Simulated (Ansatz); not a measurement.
Property card for SrPd₅

Theory: DFT PBEsol, scalar-relativistic, plane waves, PAW (Ansatz).

Cutoff 420 eV; k points 12×12×8 on the computed 6-atom cell (Γ-centred); Gaussian smearing, width 0.10 eV; no spin polarisation.

The structure is relaxed at this level of theory with its symmetry kept. Whether it is the stable form of this composition wasn't checked.

Space group P6/mmm (No. 191). a = 5.362 Å, b = 5.362 Å, c = 4.355 Å, α = 90.00°, β = 90.00°, γ = 120.00°
```json
{"atom": "Sr", "site": "1a", "symmetry": "6/mmm", "x": "0.0000", "y": "0.0000", "z": "0.0000"}
{"atom": "Pd", "site": "2c", "symmetry": "-6m2", "x": "0.3333", "y": "0.6667", "z": "0.0000"}
{"atom": "Pd", "site": "3g", "symmetry": "mmm", "x": "0.5000", "y": "0.0000", "z": "0.5000"}
```

| Quantity | Value |
| --- | --- |
| Space group | P6/mmm (No. 191) |
| Volume per atom | 122.0 bohr³ |
| Formation energy from the elements' standard states (uncorrected) | -0.342 eV/atom |
| Kohn–Sham band gap | none (metal) |
| Density of states at the Fermi level | 5.57 states/eV per cell |
| Löwdin character within 0.5 eV of the Fermi level | Pd 4d 80 %, unprojected 18 % |
| Bulk modulus | 128 GPa |
| Its pressure derivative | 5.2 |
| Bader charges (e) | Sr (1 in the cell) 1.37, Pd (2 in the cell) -0.29, Pd (3 in the cell) -0.27 |

Cost: 6 runs of about 13 core-minutes in all, on Arm Neoverse V1 (shared hosts).